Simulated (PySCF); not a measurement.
## Shieldings and the share of exact exchange

Molecule: `FC[C@@H]1O[C@@H]1F`, C3H4F2O.

Geometry:
| atom | x (Å) | y (Å) | z (Å) |
| --- | --- | --- | --- |
| F1 | -0.360 | -1.438 | 1.632 |
| C2 | 0.096 | -0.212 | 1.226 |
| C3 | 0.425 | -0.277 | -0.239 |
| O4 | 0.780 | 0.968 | -0.847 |
| C5 | -0.408 | 0.394 | -1.229 |
| F6 | -1.519 | 1.036 | -0.826 |
| H7 | 1.004 | 0.043 | 1.800 |
| H8 | -0.672 | 0.553 | 1.415 |
| H9 | 1.040 | -1.138 | -0.536 |
| H10 | -0.500 | 0.065 | -2.272 |

GIAO shieldings (ppm, equivalent atoms averaged) in PySCF 2.14.0 with density-fitted response routines on the PBE0-D3(BJ)/def2-SVP geometry, basis pcSseg-2, gas phase, non-relativistic:

| functional | exact exchange (%) | σ(F6) | σ(F1) | σ(C5) | σ(C2) |
| --- | --- | --- | --- | --- | --- |
| BLYP | 0 | 341.8 | 419.4 | 78.9 | 89.5 |
| BP86 | 0 | 345.2 | 423.2 | 83.6 | 94.8 |
| PBE | 0 | 343.7 | 422.4 | 83.7 | 94.7 |
| B3LYP | 20 | 355.3 | 429.5 | 86.2 | 96.4 |
| mPW1PW91 | 25 | 360.2 | 433.7 | 91.5 | 102.1 |
| BHandHLYP | 50 | 371.6 | 441.5 | 96.0 | 105.1 |
| HF | 100 | 394.0 | 456.9 | 111.6 | 118.6 |

Task: Fit each shielding as a line in the percentage of exact exchange.

Result: σ(F6) = 344.6 + 0.51 x (rms 1.8 ppm); σ(F1) = 422.4 + 0.36 x (rms 1.6 ppm); σ(C5) = 82.0 + 0.29 x (rms 1.8 ppm); σ(C2) = 93.1 + 0.25 x (rms 2.0 ppm). The functionals also differ in their semilocal parts, which the line can't hold; Hartree–Fock has no correlation at all.

Task: What does the line predict for PBE0 (25 %), and what does the run give?

Result: σ(F6): 357.4 predicted, 359.9 computed; σ(F1): 431.4 predicted, 433.9 computed; σ(C5): 89.2 predicted, 92.3 computed; σ(C2): 99.3 predicted, 102.7 computed ppm.
